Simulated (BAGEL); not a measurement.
# SiNH5 (Si(NH2)H3): HF/aug-cc-pVDZ (density fitting with qzvpp-jkfit)

What is the vertical singlet–triplet gap of SiNH5 (Si(NH2)H3) at HF/aug-cc-pVDZ (density fitting with qzvpp-jkfit)? 

The results are computed with BAGEL 1.2.2.

### 1 The system as given

The species is SiNH5 (7 atoms), meant as a singlet with charge 0. As SMILES, `[H][Si]([H])([H])N`. The shape is that of a GFN2-xTB optimisation.

Bond lengths: Si1–N2 1.723 Å, N2–H3 1.007 Å, N2–H4 1.007 Å, Si1–H5 1.460 Å, Si1–H6 1.461 Å, Si1–H7 1.472 Å. Angles: Si1–N2–H3 118.6°, Si1–N2–H4 118.6°, N2–Si1–H5 105.0°, N2–Si1–H6 105.1°, N2–Si1–H7 115.3°, H3–N2–H4 109.5°, H5–Si1–H6 113.3°, H5–Si1–H7 109.2°, H6–Si1–H7 109.1°.

### 2 A single-point energy at HF/aug-cc-pVDZ (density fitting with qzvpp-jkfit)

File job.json:

```json
{ "bagel" : [

{
  "title" : "molecule",
  "basis" : "aug-cc-pvdz.json",
  "df_basis" : "qzvpp-jkfit",
  "angstrom" : true,
  "geometry" : [
    { "atom" : "Si", "xyz" : [   -0.000690,    0.002380,   -0.682990 ] },
    { "atom" : "N", "xyz" : [    0.090660,    0.178690,    1.028560 ] },
    { "atom" : "H", "xyz" : [    0.707680,   -0.428190,    1.543790 ] },
    { "atom" : "H", "xyz" : [   -0.763660,    0.307400,    1.545850 ] },
    { "atom" : "H", "xyz" : [    1.387750,   -0.009920,   -1.135540 ] },
    { "atom" : "H", "xyz" : [   -0.747920,    1.169350,   -1.146100 ] },
    { "atom" : "H", "xyz" : [   -0.673820,   -1.219710,   -1.153570 ] }
  ]
},
{
  "title" : "hf"
},
{
  "title" : "print",
  "file" : "orbitals.molden",
  "orbitals" : true
}

]}
```

The basis set aug-cc-pVDZ is read from a file made from the Basis Set Exchange's data (not shown).

Command:

```
BAGEL_NUM_THREADS=1 BAGEL job.json > job.out
```

The log of the run:

```text
* using 1 threads per process

  ===============================================================
  ===============================================================

  *** Geometry ***

  { "atom" : "Si", "xyz" : [     -0.001304,      0.004498,     -1.290664 ] },
  { "atom" : "N", "xyz" : [      0.171323,      0.337675,      1.943697 ] },
  { "atom" : "H", "xyz" : [      1.337321,     -0.809162,      2.917340 ] },
  { "atom" : "H", "xyz" : [     -1.443108,      0.580902,      2.921233 ] },
  { "atom" : "H", "xyz" : [      2.622467,     -0.018746,     -2.145860 ] },
  { "atom" : "H", "xyz" : [     -1.413364,      2.209751,     -2.165815 ] },
  { "atom" : "H", "xyz" : [     -1.273335,     -2.304918,     -2.179931 ] },

  Number of auxiliary basis functions:      295

  Since a DF basis is specified, we compute 2- and 3-index integrals:
    o Being stored without compression. Storage requirement is 0.021 GB

  Number of basis functions:       95
  Number of electrons      :       26

    * METHOD: MOLECULE                             0.08

  *** RHF ***

  === Nuclear Repulsion ===
    65.1674046877

      * DIIS with orbital gradients will be used.

  === RHF iteration (aug-cc-pvdz.json) ===
      0       -345.99036093          0.02587556           0.02
      1       -346.18203631          0.01991213           0.02
      2       -346.31066736          0.00212788           0.02
      3       -346.31263801          0.00031931           0.02
      4       -346.31268370          0.00005907           0.02
      5       -346.31268569          0.00001495           0.02
      6       -346.31268585          0.00000407           0.02
      7       -346.31268586          0.00000147           0.02
      8       -346.31268586          0.00000040           0.02
      9       -346.31268586          0.00000012           0.02
     10       -346.31268586          0.00000003           0.02
     11       -346.31268586          0.00000001           0.02
    * SCF iteration converged.

    * Permanent dipole moment:
           (    0.149480,     0.298832,    -0.292145) a.u.

    * METHOD: HF                                   0.33

    * METHOD: PRINT                                0.01

  ===============================================================
```

Run time: 0.58 s. Hardware: 1 thread of Arm Neoverse V2, shared host.

### 3 The triplet, same level

File hf.json:

```json
{ "bagel" : [

{
  "title" : "molecule",
  "basis" : "aug-cc-pvdz.json",
  "df_basis" : "qzvpp-jkfit",
  "angstrom" : true,
  "geometry" : [
    { "atom" : "Si", "xyz" : [   -0.000690,    0.002380,   -0.682990 ] },
    { "atom" : "N", "xyz" : [    0.090660,    0.178690,    1.028560 ] },
    { "atom" : "H", "xyz" : [    0.707680,   -0.428190,    1.543790 ] },
    { "atom" : "H", "xyz" : [   -0.763660,    0.307400,    1.545850 ] },
    { "atom" : "H", "xyz" : [    1.387750,   -0.009920,   -1.135540 ] },
    { "atom" : "H", "xyz" : [   -0.747920,    1.169350,   -1.146100 ] },
    { "atom" : "H", "xyz" : [   -0.673820,   -1.219710,   -1.153570 ] }
  ]
},
{ "title" : "uhf", "charge" : 0, "nopen" : 2 },
{ "title" : "print", "file" : "orbitals.molden", "orbitals" : true }

]}
```

The basis set aug-cc-pVDZ is read from a file made from the Basis Set Exchange's data (not shown).

Command:

```
BAGEL_NUM_THREADS=1 BAGEL hf.json > hf.out
```

The log of the run:

```text
* using 1 threads per process

  ===============================================================
  ===============================================================

  *** Geometry ***

  { "atom" : "Si", "xyz" : [     -0.001304,      0.004498,     -1.290664 ] },
  { "atom" : "N", "xyz" : [      0.171323,      0.337675,      1.943697 ] },
  { "atom" : "H", "xyz" : [      1.337321,     -0.809162,      2.917340 ] },
  { "atom" : "H", "xyz" : [     -1.443108,      0.580902,      2.921233 ] },
  { "atom" : "H", "xyz" : [      2.622467,     -0.018746,     -2.145860 ] },
  { "atom" : "H", "xyz" : [     -1.413364,      2.209751,     -2.165815 ] },
  { "atom" : "H", "xyz" : [     -1.273335,     -2.304918,     -2.179931 ] },

  Number of auxiliary basis functions:      295

  Since a DF basis is specified, we compute 2- and 3-index integrals:
    o Being stored without compression. Storage requirement is 0.021 GB

  Number of basis functions:       95
  Number of electrons      :       26

    * METHOD: MOLECULE                             0.08

  *** Open-shell HF ***

  === Nuclear Repulsion ===
    65.1674046877

      * DIIS with orbital gradients will be used.

  === UHF iteration (aug-cc-pvdz.json) ===
      0       -345.55173802          0.05434523           0.04
      1       -345.62423295          0.07040519           0.05
      2       -345.68741761          0.05133176           0.05
      3       -346.08056414          0.01075226           0.04
      4       -346.10975742          0.00427604           0.04
      5       -346.12148737          0.00286526           0.05
      6       -346.12852283          0.00153724           0.04
      7       -346.12896839          0.00068264           0.05
      8       -346.12940754          0.00014712           0.04
      9       -346.12945304          0.00006972           0.04
     10       -346.12946208          0.00002984           0.04
     11       -346.12946268          0.00000970           0.05
     12       -346.12946277          0.00000455           0.04
     13       -346.12946280          0.00000167           0.04
     14       -346.12946280          0.00000080           0.05
     15       -346.12946280          0.00000034           0.05
     16       -346.12946280          0.00000018           0.04
     17       -346.12946280          0.00000010           0.04
     18       -346.12946280          0.00000005           0.05
     19       -346.12946280          0.00000003           0.05
     20       -346.12946280          0.00000001           0.05
     21       -346.12946280          0.00000001           0.04
    * SCF iteration converged.

    * S^2 (UHF) is 2.0099

    * Permanent dipole moment:
           (   -0.188377,    -0.356743,     1.431414) a.u.

    * METHOD: UHF                                  1.07

    * METHOD: PRINT                                0.01

  ===============================================================
```

Run time: 1.3 s. Hardware: 1 thread of Arm Neoverse V2, shared host.

### 4 Outcome

Level: HF/aug-cc-pVDZ (density fitting with qzvpp-jkfit).

```
                                        quantity          value
                           singlet: total energy  -346.31269 Eh
                          singlet: dipole moment         1.13 D
                            singlet: HOMO energy      -10.86 eV
                            singlet: LUMO energy        0.93 eV
                          singlet: HOMO–LUMO gap       11.79 eV
                           triplet: total energy  -346.12946 Eh
                          triplet: dipole moment         3.78 D
                                   triplet: ⟨S²⟩          2.010
vertical energy of the triplet above the singlet       4.986 eV
```

**Reading.** At this shape the triplet lies 4.99 eV (481 kJ/mol) above the singlet.
